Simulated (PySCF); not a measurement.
How methods differ on the ionisation energy of C

C [He] 2s2 2p2 (3P) → C+ [He] 2s2 2p1 (2P), as a difference of total energies. Calculation: PySCF 2.14, in cc-pVDZ (3s2p1d, 14 functions); no relativity, point nucleus. Correlated levels: valence: 1s2 frozen. The calculations carry no spin-orbit coupling.

```
           method  ionisation energy (eV)
              UHF                  10.803
           M06-2X                  11.307
            M06-L                  11.515
    MP2 (valence)                  11.088
CCSD(T) (valence)                  10.979
```

**Question.** Estimate what CCSD (valence) gives.

**Answer.** 10.972 eV, closest to CCSD(T) (valence) among the rows shown.

**Question.** Estimate what SCS-MP2 (valence) gives.

**Answer.** 10.982 eV, closest to CCSD(T) (valence) among the rows shown.

Errors of the correlated levels include the incompleteness of this basis and the frozen core.

For comparison: 11.262 eV (measured; NIST levels, between the centres of gravity of the two terms).
